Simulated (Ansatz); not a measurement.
# AlH₄OP: one species, many methods

The task here is to estimate one member of a computed series from the others.

The runs use Ansatz 0.2.0, Gaussian basis; functionals in def2-TZVPP, the program's frozen cores in correlated methods.

Levels to be run: LDA (SPW92), PBE-D4, revPBE-D4, BLYP-D4, r2SCAN-D4, B97M-V, PBE0-D4, B3LYP-D4, r2SCANh-D4, r2SCAN0-D4, HSE06-D4, BHLYP-D4, CAM-B3LYP-D4, LC-ωPBE, ωB97X-V, ωB97M-V, B2PLYP, PBE-QIDH; CCSD(T)/def2-SVP; CCSD(T)/def2-TZVPP; MP2/def2-QZVPP; extrapolation to the limit; RPA on PBE.

**The relaxed structure**

The geometry comes from an earlier relaxation with PBE0-D4 in a triple-zeta def2 set; it is a stationary point, not always the lowest conformer.

SMILES `[AlH2][O]P`, 7 atoms, charge 0, spin multiplicity 1.

Atoms are counted from 1 here; the program's logs count them from 0.

Bond lengths: Al1–O2 1.689 Å, Al1–H4 1.580 Å, Al1–H5 1.576 Å, O2–P3 1.623 Å, P3–H6 1.428 Å, P3–H7 1.432 Å. Angles: O2–Al1–H4 118.3°, O2–Al1–H5 116.4°, H4–Al1–H5 125.3°, Al1–O2–P3 150.2°, O2–P3–H6 99.3°, O2–P3–H7 101.1°, H6–P3–H7 91.2°.

Set-up of the first run:

in.yaml

```yaml
crystal:
  periodic: [false, false, false]
  atoms:
    - {symbol: Al, position_ang: [-1.238594, 0.359467, -0.743177]}
    - {symbol: O, position_ang: [0.215168, 0.491660, 0.106670]}
    - {symbol: P, position_ang: [1.701140, -0.063396, 0.451759]}
    - {symbol: H, position_ang: [-1.509737, -0.964118, -1.562630]}
    - {symbol: H, position_ang: [-2.220538, 1.588114, -0.647734]}
    - {symbol: H, position_ang: [1.644100, -0.003577, 1.877047]}
    - {symbol: H, position_ang: [1.469560, -1.476152, 0.472264]}
basis:
  gaussian: {orbitals: def2-TZVPP}
hamiltonian: {xc: lda}
output: {orbitals: {seedname: orbitals}}
```

Run with:

```console
ansatz run in.yaml --threads 2 --pin off --events-out ev --progress --plain --max-ram 4352MiB
```

Steps of the session up to this table: LDA; PBE-D4 (GGA); revPBE-D4 (GGA); BLYP-D4 (GGA); r2SCAN-D4 (meta-GGA); B97M-V (meta-GGA); PBE0-D4 (hybrid); B3LYP-D4 (hybrid); r2SCANh-D4 (hybrid); r2SCAN0-D4 (hybrid); HSE06-D4 (hybrid); BHLYP-D4 (hybrid); CAM-B3LYP-D4 (range-separated); LC-ωPBE (range-separated); ωB97X-V (range-separated); ωB97M-V (range-separated); B2PLYP (double hybrid); PBE-QIDH (double hybrid).

One table of the session follows, with a row left open; its other results are not shown here.

It belongs to the step «Orbital energies across the functionals». 

| functional | HOMO (eV) | gap (eV) |
| --- | --- | --- |
| LDA (SPW92) | -5.85 | 3.62 |
| PBE-D4 | -5.75 | 3.74 |
| revPBE-D4 | -5.70 | 3.79 |
| BLYP-D4 | -5.64 | 3.74 |
| r2SCAN-D4 | ? | ? |
| B97M-V | -6.10 | 4.17 |
| PBE0-D4 | -6.91 | 5.68 |
| B3LYP-D4 | -6.73 | 5.28 |
| r2SCANh-D4 | -6.40 | 5.01 |
| r2SCAN0-D4 | -7.06 | 6.05 |
| HSE06-D4 | -6.51 | 4.91 |
| BHLYP-D4 | -8.01 | 7.52 |
| CAM-B3LYP-D4 | -8.26 | 7.93 |
| LC-ωPBE | -9.59 | 10.38 |
| ωB97X-V | -9.25 | 9.91 |
| ωB97M-V | -9.13 | 9.48 |

Estimate the missing values for r2SCAN-D4.

Worked estimate for «HOMO (eV)». Against the share of exact exchange, r2SCANh-D4 (0.1, -6.40), r2SCAN0-D4 (0.25, -7.06) give a slope of -4.40 per unit share; at 0 the line stands at -5.96.

As computed: HOMO (eV): -5.97; gap (eV): 4.32. In «HOMO (eV)» the line misses by +0.01.
